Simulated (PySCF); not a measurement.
Homolysis of single bonds, series Al Cl-H. Gas-phase values, no solvent. Strings in code marks are SMILES.

These are PySCF 2.14.0 with PBE-D3(BJ)/def2-TZVP // TPSSh-D3(BJ)/def2-TZVP values and carry that method's errors. 

```csv
species,HOMO–LUMO gap (eV),HOMO (eV)
whole molecule (`[Cl][Al]([Cl])[Cl]`),5.79,-7.96
radical fragment (`[Al]([Cl])[Cl]`),–,–
whole molecule (`[AlH]([Cl])[Cl]`),5.73,-7.94
radical fragment (`[AlH][Cl]`),–,–
```
